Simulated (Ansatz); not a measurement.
Saddle point of SiNH4Cl, singlet (SiNH₄Cl ([NH2][SiH2][Cl]) → SiNH₂Cl ([NH][SiH][Cl]) + H₂; bonds formed: H2–H4; bonds broken: Si1–H2, N3–H4), PBE0-D4/def2-TZVP structure:

```xyz
7
angstrom
Si -0.4335 -0.2242 0.0378
H 0.4610 0.6108 1.2889
N 0.7279 0.2170 -0.9808
H 0.8461 0.7931 0.4959
H -1.7483 0.4151 0.2809
Cl -0.6329 -2.0842 0.8604
H 0.7797 0.2725 -1.9832
```

Energies are electronic, without zero-point energy. Barriers and step energies count from the start structure reached by relaxing down the imaginary mode; all methods use the PBE0-D4 structures, on which another method's saddle can fall below an end. Computed with Ansatz 0.2.0 (basis: def2-TZVPP, with def2-QZVPP for the basis limit); correlated methods freeze the cores. B3LYP uses VWN-RPA correlation. Extrapolation: Hartree–Fock as exp(−7.88 √X), correlation as X^−2.97.

```json
{"method": "SPW92", "barrier (eV)": "3.080", "step energy (eV)": "2.699"}
{"method": "PBE-D4", "barrier (eV)": "3.183", "step energy (eV)": "2.434"}
{"method": "BLYP-D4", "barrier (eV)": "3.267", "step energy (eV)": "2.284"}
{"method": "r2SCAN-D4", "barrier (eV)": "3.362", "step energy (eV)": "2.575"}
{"method": "B97M-V", "barrier (eV)": "3.444", "step energy (eV)": "2.572"}
{"method": "PBE0-D4", "barrier (eV)": "3.451", "step energy (eV)": "2.709"}
{"method": "B3LYP-D4", "barrier (eV)": "3.479", "step energy (eV)": "2.538"}
{"method": "r2SCAN0-D4", "barrier (eV)": "3.546", "step energy (eV)": "2.773"}
{"method": "BHLYP-D4", "barrier (eV)": "3.779", "step energy (eV)": "2.833"}
{"method": "CAM-B3LYP-D4", "barrier (eV)": "?", "step energy (eV)": "2.710"}
{"method": "wB97X-V", "barrier (eV)": "3.624", "step energy (eV)": "2.754"}
{"method": "wB97M-V", "barrier (eV)": "3.540", "step energy (eV)": "2.652"}
{"method": "B2PLYP", "barrier (eV)": "3.511", "step energy (eV)": "2.555"}
{"method": "PBE-QIDH", "barrier (eV)": "?", "step energy (eV)": "2.795"}
{"method": "RPA on PBE", "barrier (eV)": "3.529", "step energy (eV)": "2.471"}
{"method": "HF", "barrier (eV)": "4.221", "step energy (eV)": "3.025"}
{"method": "MP2", "barrier (eV)": "?", "step energy (eV)": "2.569"}
{"method": "CCSD", "barrier (eV)": "3.700", "step energy (eV)": "2.705"}
{"method": "CCSD(T)", "barrier (eV)": "3.573", "step energy (eV)": "2.595"}
```

Q: Fill in the withheld barriers. (An estimate is asked for; the value comes from the calculation.)

A: The calculation gives: CAM-B3LYP-D4 3.596; PBE-QIDH 3.589; MP2 3.502 eV. Each is the energy of the saddle less that of the start structure, by the same method.

For comparison, the barrier by CCSD(T) at an estimated basis limit (MP2 extrapolated from triple and quadruple zeta, plus CCSD(T) − MP2 in triple zeta) is 3.533 eV.

No T1 diagnostic of these runs exceeds 0.017.

Labels in which every atom is bracketed show which atoms are joined, not bond orders.

For scale, one of the runs: CCSD(T)/def2-TZVPP, 171 basis functions, launched by `ansatz run in.yaml --threads 2 --pin off --events-out ev --progress --plain --max-ram 4352MiB`. The run took 20 s on 2 CPU threads of an Arm Neoverse V2 (shared host), with 1.4 GiB of host memory at its peak.
